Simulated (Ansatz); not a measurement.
**CH₂ (singlet): from Hartree-Fock to the top rungs, 6-31G**

How much of the correlation energy of CH₂ (singlet) does each wave-function method recover here?

Computed with Ansatz 0.2.0, Gaussian basis. Level: 6-31G, core rule «outside noble gas», up to 1 orbitals frozen.

Plan: UHF; CCSD(T) on RHF; CCSD(T) on UHF; BCCD(T) on RHF; CISD; CCSDT(Q) on RHF; CCSDT(Q) on UHF; CISDTQ; CCSDTQ on RHF; CCSDTQ on UHF; CASSCF and MRCISD+Q, 6 electrons in 6 orbitals; CASSCF and NEVPT2, 6 electrons in 6 orbitals; Full CI.

11 further runs of the same task are left out: 1 that didn't finish, 10 set aside as unsound or not needed.

## Step 1: What is computed

The geometry is an MP2(full)/6-31G* stationary point (not a proven minimum).

3 atoms, charge 0, spin multiplicity 1.

Atoms are counted from 1 here; the program's logs count them from 0.

Bond lengths: C1–H2 1.109 Å, C1–H3 1.109 Å. Angles: H2–C1–H3 102.1°.

## Step 2: UHF

in.yaml

```yaml
crystal:
  periodic: [false, false, false]
  atoms:
    - {symbol: C, position_ang: [0.000000, 0.000000, 0.100225]}
    - {symbol: H, position_ang: [0.000000, 0.862232, -0.597147]}
    - {symbol: H, position_ang: [0.000000, -0.862232, -0.597147]}
basis:
  gaussian: {orbitals: 6-31G}
magnetization: {spin_polarized: true, initial_magnetization: 0}
hamiltonian: {xc: hf}
output: {orbitals: {seedname: orbitals}}
```

Command:

```
$ ansatz run in.yaml --threads 1 --pin off --events-out ev --progress --plain --max-ram 4160MiB --backend cpu
```

After this run come: CCSD(T) on RHF; CCSD(T) on UHF; BCCD(T) on RHF; CISD; CCSDT(Q) on RHF; CCSDT(Q) on UHF; CISDTQ; CCSDTQ on RHF; CCSDTQ on UHF; CASSCF and MRCISD+Q, 6 electrons in 6 orbitals; CASSCF and NEVPT2, 6 electrons in 6 orbitals; Full CI.

Q: Predict the results of all the runs planned. Wanted: FCI below the RHF energy; RMP2 from FCI; RCCSD from FCI; RCCSD(T) from FCI; RCCSDT(Q) from FCI; NEVPT2 valence from FCI; MRCISD+Q valence from FCI; T1 diagnostic; effectively unpaired electrons.

The runs gave:

| quantity | value |
| --- | --- |
| FCI below the RHF energy | -2.4364 eV |
| RMP2 from FCI | +661.3 meV |
| RCCSD from FCI | +55.0 meV |
| RCCSD(T) from FCI | +15.4 meV |
| RCCSDT(Q) from FCI | +0.7 meV |
| NEVPT2 valence from FCI | +215.1 meV |
| MRCISD+Q valence from FCI | +0.9 meV |
| levels within 1 kcal/mol (43 meV) | RCCSD(T), BCCD(T), RCCSDT, CISDTQ, RCCSDT(Q), RCCSDTQ, MRCISD valence, MRCISD+Q valence |
| T1 diagnostic | 0.008 |
| effectively unpaired electrons | 0.08 |

In words: RCCSD(T) lands +15.4 meV from the yardstick (0.6 % of the correlation energy). One determinant dominates. Of the multireference levels listed MRCISD+Q valence comes nearest in total energy (+0.9 meV), which doesn't show that its space is the better one. These misses are within one basis, not against nature.
